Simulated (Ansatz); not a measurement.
Z-matrix (Å, degrees):
```
F
```
Charge 0, spin multiplicity 2.

These are frozen-core CCSD(T)/cc-pVTZ (Ansatz, a program for electronic structure) values and carry that method's errors.

* **HF energy**: -99.40552 Ha
* **MP2 correlation energy**: -0.19983 Ha

Task: Estimate the CCSD correlation energy, the (T) correction, the total energy and the T1 diagnostic.

Result: 
The CCSD correlation energy is -0.21125 Ha and the (T) correction is -0.00359 Ha. The CCSD(T) total energy comes out as -99.62036 Ha and the T1 diagnostic is 0.005.
